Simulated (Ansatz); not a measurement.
The input, for Ansatz 0.2.0:

```yaml
crystal:
  periodic: [false, false, false]
  atoms:
    - {symbol: Mo, position_ang: [0.000000, 0.000000, 0.000000]}
    - {symbol: C, position_ang: [0.000000, 0.000000, 1.456000]}
basis:
  gaussian: {orbitals: def2-SVP}
magnetization: {spin_polarized: false, initial_magnetization: 2}
correlation: {method: fic_mrcisd_q, electrons: outside_noble_gas, active_space: {window: {electrons: 4, orbitals: 4}}}
```

```sh
$ ansatz run in.yaml --threads 1 --pin off --events-out ev --progress --plain --max-ram 2393MiB
```

Output:

```
473 factors; integrals over basis functions are off by at most 9.0e-4 eV
mean field evaluation 1: about -2856.5945 eV, gradient 3.9e1 eV
mean field evaluation 2: about -2856.7281 eV, gradient 3.8e1 eV
mean field evaluation 4: about -2860.2170 eV, gradient 4.9e0 eV
mean field evaluation 8: about -2860.3563 eV, gradient 1.2e-1 eV
mean field evaluation 16: about -2854.0488 eV, gradient 3.2e1 eV
mean field evaluation 32: about -2860.5984 eV, gradient 1.7e-3 eV
mean field evaluation 64: about -2857.2434 eV, gradient 1.8e-1 eV
mean field evaluation 96: about -2850.8870 eV, gradient 3.4e1 eV
mean field evaluation 128: about -2858.5896 eV, gradient 1.5e0 eV
mean field evaluation 160: about -2856.5901 eV, gradient 2.1e1 eV
...
contracted CI cycle   1: correlation 0.00000000 eV, 0.0000000000 hartree, residual 2.14e1 eV
contracted CI cycle   2: correlation -5.70366658 eV, -0.2096058809 hartree, residual 4.62e0 eV
contracted CI cycle   3: correlation -6.03874511 eV, -0.2219197897 hartree, residual 1.11e0 eV
contracted CI cycle   4: correlation -6.06391315 eV, -0.2228446978 hartree, residual 3.63e-1 eV
contracted CI cycle   5: correlation -6.06646613 eV, -0.2229385182 hartree, residual 1.16e-1 eV
contracted CI cycle   6: correlation -6.06673785 eV, -0.2229485040 hartree, residual 3.85e-2 eV
contracted CI cycle   7: correlation -6.06677120 eV, -0.2229497294 hartree, residual 1.56e-2 eV
contracted CI cycle   8: correlation -6.06677695 eV, -0.2229499408 hartree, residual 6.63e-3 eV
contracted CI cycle   9: correlation -6.06677798 eV, -0.2229499784 hartree, residual 2.63e-3 eV
contracted CI cycle  10: correlation -6.06677813 eV, -0.2229499842 hartree, residual 1.10e-3 eV
state -2860.94678212 eV, -105.1378550235 hartree; corrected -2867.64909290 eV, -105.3841604018 hartree
state -2861.07727187 eV, -105.1426504335 hartree; corrected -2868.14777593 eV, -105.4024866650 hartree
the orbitals are reached from a further start. From the first start the search ends at -2861.18591291 eV, -105.1466429178 hartree
WARN: the results are in doubt because another end's mean lies 0.109 eV lower, and its corrected mean 0.037 eV higher
Total energy: -2868.14777593 eV, -105.4024866650 hartree
In doubt: another end's mean lies 0.109 eV lower, and its corrected mean 0.037 eV higher
```

Natural occupations: 1.9465 1.0000 1.0000 0.0535.

Ran on 1 thread of Arm Neoverse V1, shared host: 7 s wall, 0.11 GiB peak host memory.
